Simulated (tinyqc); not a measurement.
Inside a calculation. Method: extended Hueckel theory, for BH3+. The parameters take no account of the charge, which enters only through the electron count. Computed by tinyqc, a small Python program that keeps every step (integrals from PySCF). Settings: charge = 1, K = 1.75, weighted = 1, multiplicity = 2. Command: `OMP_NUM_THREADS=1 python tinyqc.py 31331 31332 out.jsonl` (the two numbers bound the seeds that draw the settings). One thread of a shared host (Intel(R) Xeon(R) Processor @ 2.60GHz), about 0.01 s of CPU time with the checks.

## Overlaps

Geometry (angstrom):

| atom | x | y | z |
|---|---|---|---|
| B | 0.000000 | 0.000000 | 0.038000 |
| H | 1.191000 | 0.000000 | 0.000000 |
| H | -0.595000 | 1.031000 | 0.000000 |
| H | -0.595000 | -1.031000 | 0.000000 |

Parameters chosen for this run:

| element | shell | Slater exponent | H_ii (eV) |
|---|---|---|---|
| B | 2s | 1.300000 | -15.200000 |
| B | 2p | 1.300000 | -8.500000 |
| H | 1s | 1.300000 | -13.600000 |

Slater orbitals, each expanded in six Gaussians scaled to its exponent.

overlap S, lower triangle:
```
           1B 2s     1B 2px     1B 2py     1B 2pz     2H 1s     3H 1s     4H 1s
1B 2s   1.000000
1B 2px  0.000000   1.000000
1B 2py  0.000000   0.000000   1.000000
1B 2pz  0.000000   0.000000   0.000000   1.000000
2H 1s   0.487918   0.531337   0.000000  -0.016953  1.000000
3H 1s   0.488208  -0.265677   0.460357  -0.016968  0.092198  1.000000
4H 1s   0.488208  -0.265677  -0.460357  -0.016968  0.092198  0.092233  1.000000
```

## Wolfsberg-Helmholz matrix

diagonal H_ii (eV): 1B 2s -15.200000, 1B 2px -8.500000, 1B 2py -8.500000, 1B 2pz -8.500000, 2H 1s -13.600000, 3H 1s -13.600000, 4H 1s -13.600000

K = 1.750000

H_ij = K' S_ij (H_ii + H_jj)/2 for i != j (the diagonal keeps H_ii), with K' = K + D^2 + D^4 (1 - K), D = (H_ii - H_jj)/(H_ii + H_jj), K = 1.75.

H (eV), lower triangle:
```
             1B 2s      1B 2px     1B 2py     1B 2pz       2H 1s       3H 1s       4H 1s
1B 2s   -15.200000
1B 2px    0.000000   -8.500000
1B 2py    0.000000    0.000000  -8.500000
1B 2pz    0.000000    0.000000   0.000000  -8.500000
2H 1s   -12.317162  -10.574915   0.000000   0.337403  -13.600000
3H 1s   -12.324497    5.287620  -9.162245   0.337697   -2.194313  -13.600000
4H 1s   -12.324497    5.287620   9.162245   0.337697   -2.194313   -2.195150  -13.600000
```

## Orbitals

valence electrons = 5

Solve H C = S C e through S^(-1/2); fill by pairs from the bottom, a degenerate level sharing its electrons equally; each orbital has its largest coefficient positive (the first on a tie).

orbital energies (eV): -19.588070  -14.653842  -14.653207  -8.505097  9.975548  10.005783  19.881157

occupations: 2.000000  2.000000  1.000000  0.000000  0.000000  0.000000  0.000000

coefficients:
```
              MO1        MO2        MO3        MO4        MO5        MO6        MO7
1B 2s    0.530824   0.000000   0.000000   0.032153   0.002187   0.000000   1.497281
1B 2px  -0.000002   0.000000   0.398728  -0.000002   1.309731   0.000000  -0.002445
1B 2py   0.000000   0.398756   0.000000   0.000000   0.000000   1.310305   0.000000
1B 2pz  -0.000406   0.000000   0.000002   0.999313  -0.000080   0.000000  -0.056703
2H 1s    0.281129   0.000000   0.586544  -0.008782  -1.017429   0.000000  -0.792732
3H 1s    0.281273   0.507789  -0.293098  -0.008782   0.506811  -0.880570  -0.795990
4H 1s    0.281273  -0.507789  -0.293098  -0.008782   0.506811   0.880570  -0.795990
```

sum of one-electron energies = -83.137031 eV

## Mulliken analysis

P = C n C^T; charge = valence electrons (B 3, H 1) minus the sum of (P S)_ii on the atom; overlap population = 2 sum P_ij S_ij between two atoms.

charges: 1B 0.963027, 2H 0.230545, 3H -0.096786, 4H -0.096786

Overlap populations:

| pair | value |
|---|---|
| 2-1 | 0.539784 |
| 3-1 | 0.726536 |
| 3-2 | -0.002538 |
| 4-1 | 0.726536 |
| 4-2 | -0.002538 |
| 4-3 | -0.050094 |
